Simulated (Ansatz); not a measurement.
Geometry optimisation, Ansatz, RKS PBE/def2-SVP.

input.yaml

```yaml
crystal:
  periodic: [false, false, false]
  atoms:
    - { symbol: Si, position_ang: [0.0, 0.0, 0.0] }
    - { symbol: Cl, position_ang: [0.0, 0.0, 2.48] }
    - { symbol: H, position_ang: [1.3768, 0.0, -0.4862] }
    - { symbol: H, position_ang: [-0.6877, 1.1914, -0.4862] }
    - { symbol: H, position_ang: [-0.6877, -1.1914, -0.4862] }
    - { symbol: F, position_ang: [-1.7936, 0.0, 0.596] }
    - { symbol: H, position_ang: [-1.3527, 0.0, 1.7054] }
basis:
  gaussian: { orbitals: def2-SVP }
hamiltonian:
  xc: pbe
relax:
  f_tol: 0.15
  max_steps: 25
  restrain:
    - { distance: [0, 5], at: 2.79, k: 30.0 }
    - { distance: [6, 1], at: 2.57, k: 30.0 }
    - { distance: [0, 1], at: 2.13, k: 30.0 }
    - { distance: [6, 5], at: 0.92, k: 30.0 }
output:
  orbitals: {}
```

Run as:

```bash
$ ansatz run input.yaml --threads 1 --pin off --max-ram 2048MiB --backend cpu --events-out ev --progress --plain --runs-dir out
```

Question: Where does it end, and by what steps?

Answer: The run converged. The restraints hold the end off the free minimum. After 6 steps the energy has fallen by 1.922 eV (the restraints' own energy left out); H7 moved furthest, 0.77 Å. Parted: Si1–F6 (1.89 → 2.80 Å). Joined: F6–H7 (1.19 → 0.93 Å).

```tsv
step	energy less start (eV)	largest force component (eV/Å)	accepted
0	0.0000	3.143	yes
1	-0.7145	2.872	yes
2	-0.9321	4.160	yes
3	-1.3556	3.241	yes
4	-1.8821	0.787	yes
5	-1.9202	0.404	yes
6	-1.9219	0.374	yes
```

```xyz
7
Properties=species:S:1:pos:R:3
Si 0.232 0.000 -0.004
Cl 0.416 0.000 2.111
H 1.652 0.000 -0.498
H -0.448 1.252 -0.453
H -0.448 -1.252 -0.453
F -2.425 0.000 0.869
H -2.123 0.000 1.751
```

The run took 14 s on 1 thread of Arm Neoverse V1, on a shared host, peak memory 0.13 GiB.
